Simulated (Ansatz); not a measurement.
C3H5F3, SMILES `CC(F)(F)CF`, charge 0, multiplicity 1.

Task: Give a relaxed structure at PBE0-D4/def2-TZVP (the Gaussian-basis code of Ansatz). (Estimate.)

Result: Ansatz gave: 
```xyz
11

C     0.678    0.118   -1.115
C    -0.382    0.384   -0.082
F    -1.614    0.203   -0.636
F    -0.325    1.689    0.304
C    -0.264   -0.496    1.145
F    -1.252   -0.206    2.044
H     1.668    0.301   -0.699
H     0.617   -0.913   -1.466
H     0.517    0.790   -1.959
H     0.708   -0.325    1.618
H    -0.351   -1.544    0.846
```
Point group Cs.
This is one stationary point; other conformers may exist.
